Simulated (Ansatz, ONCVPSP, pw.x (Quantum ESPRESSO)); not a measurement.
## Mo (bcc): variants of one ONCV potential in the solid

```json
{
  "Element": "Mo (Z = 42)",
  "Generator": "ONCVPSP 4.0.1.1 (patched build)",
  "Type": "optimised norm-conserving Vanderbilt (ONCV)",
  "Functional": "LDA (Perdew-Wang 92)",
  "Relativity": "scalar-relativistic",
  "Frozen core": "[Ar] 3d10",
  "Valence charge": "14",
  "Reference configuration": "4s2 4p6 4d5 5s1",
  "Partial waves": "4s+5s: rc 1.90 bohr, ncon 3, nbas 6, qcut 7 1/bohr, 2 projectors; 4p: rc 1.45 bohr, ncon 5, nbas 10, qcut 8.2 1/bohr, 2 projectors, debl 1.8 Ha; 4d: rc 2.15 bohr, ncon 4, nbas 9, qcut 8.2 1/bohr, 2 projectors, debl 2.5 Ha",
  "Local potential": "polynomial inside 1.35 bohr (lpopt 4, dvloc0 6 Ha)",
  "Core correction": "Teter function, fcfact 5, rcfact 1.75"
}
```

Crystal test: bcc Mo in pw.x 7.5, no spin, 15³ k-points, Fermi–Dirac smearing 0.01 Ry, cutoffs set for each file from its atomic test. The reference is all-electron LAPW (Ansatz 0.2.0) with the same functional, mesh and smearing; V0 and B0 come from Birch–Murnaghan fits to the pressures at five volumes. Errors are pseudo minus all-electron; Δ is the rms difference of the E(V) curves that follow from these fits, minima aligned, over ±6 % about the mean V0. Mesh and smearing are coarse, so the numbers serve the comparison and aren't converged zero-temperature values; the lattice is a test structure that the element need not adopt.

All-electron: a0 = 3.113 Å (V0 = 15.08 Å³/atom), B0 = 291.6 GPa.

1 further variants are left out: they gave no file fit for a test, a broken result, the same result as the base, or pressures whose basis-set error rivals the error shown.

| change | cutoffs (Ry) | pw.x | a0 (Å) | a0 error (%) | B0 error (%) | Δ (meV/atom) | mean pressure error (GPa) |
| --- | --- | --- | --- | --- | --- | --- | --- |
| base | 80/320 | converged | 3.116 | +0.12 | +0.3 | 3.5 | +1.08 |
| core correction Teter function, fcfact 5, rcfact 1.06 | 80/320 | converged | 3.117 | +0.13 | +0.2 | 3.7 | +1.15 |
| local potential polynomial inside 1.20 bohr (lpopt 2, dvloc0 1 Ha) | 80/320 | converged | 3.114 | +0.06 | +0.2 | 1.6 | +0.50 |
| d: debl 2.35 | 80/320 | converged | 3.116 | +0.12 | +0.3 | 3.5 | +1.08 |

**Question.** Give the row for: s: qcut 5.1.

**Answer.** pw.x: converged; mean pressure error (GPa): +1.16; a0 (Å): 3.117; a0 error (%): +0.13; B0 error (%): +0.2; Δ (meV/atom): 3.8.
